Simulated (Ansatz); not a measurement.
`B[SiH2]O` + HCl → `B[SiH2]Cl` + H₂O at 500 K and 1 bar (ligand exchange at the Si–O bond).

Isolated molecules relaxed with PBE0-D4/def2-TZVP in Ansatz; ΔE leaves out vibrations. CCSD(T)/CBS adds triple-zeta CCSD(T) − MP2 to the extrapolated MP2 energy (def2 sets, frozen cores). This one scheme is used for every species. Each species was taken in one conformer, which may not be the lowest.

```
    species  CCSD(T)/CBS energy (Eh)  H − E (kJ/mol)  S (J/(mol·K))
 `B[SiH2]O`               -392.05150           169.7          351.6
        HCl               -460.38127            32.5          201.9
`B[SiH2]Cl`               -776.05948           134.8          351.5
        H₂O                -76.37941            73.2          206.3
```

H − E and S are ideal-gas, rigid-rotor, harmonic terms from PBE0-D4/def2-TZVP, for one conformer and one mirror image of each species. 1 Eh = 2625.50 kJ/mol, R = 8.31446 J/(mol·K).

**Question.** By hand: ΔE, ΔH, ΔS and ΔG.

**Answer.** ΔE = (-776.05948) + (-76.37941) − (-392.05150) − (-460.38127) = -0.00612 Eh = -16.1 kJ/mol. Δ(H − E) = 134.8 + 73.2 − 169.7 − 32.5 = 5.8, so ΔH = -10.3 kJ/mol. ΔS = 351.5 + 206.3 − 351.6 − 201.9 = 4.3 J/(mol·K). ΔG = -10.3 − 500 × (4.3)/1000 = -12.5 kJ/mol.

**Question.** By hand: the equilibrium constant, and the temperature at which ΔG would vanish if ΔH and ΔS stayed fixed.

**Answer.** log₁₀ K = −ΔG/(RT ln 10) = 1.3. ΔH and −TΔS have one sign here, so there is no such temperature.

The number of gas molecules stays the same, so ΔS is small and ΔH decides. A doubt of 5 kJ/mol in ΔE shifts log₁₀ K by 0.5 here. Other conformers and mirror images would add mixing entropy, several J/(mol·K) or more a flexible species. These are equilibria of isolated gas molecules and say nothing of rates. Largest T1 diagnostic: 0.012 (customary marks: 0.02 for closed shells, 0.045 for open ones).

ΔS is within the doubt of such terms, so its sign, and with it that verdict, could turn.
